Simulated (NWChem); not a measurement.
Correlation energy of dichloromethane (CH$_{2}$Cl$_{2}$)

```xyz
5

Cl     1.4776     0.0000     0.2145
C      0.0000     0.0000    -0.7559
Cl    -1.4776     0.0000     0.2145
H      0.0000     0.9015    -1.3789
H      0.0000    -0.9015    -1.3789
```
Charge 0, spin multiplicity 1.

Program: NWChem. Structure: optimised with PBE0/def2-SVP, a minimum by its harmonic frequencies.

Basis set: 6-31G*. Each correlation energy counts from its own Hartree-Fock reference.

The correlated methods keep 11 core orbitals frozen. The Pople sets run with spherical d functions. No row is a measurement; the coupled-cluster row has its own basis-set and correlation limits.

Problem. One of these methods gave a correlation energy of -386.7 mHa. Which?
A) CR-CCSD[T]
B) SCS-MP2
C) CCSD
D) MP2

Solution. D, MP2. The others give -378.3 (SCS-MP2), -431.5 (CR-CCSD[T]), -422.3 (CCSD).
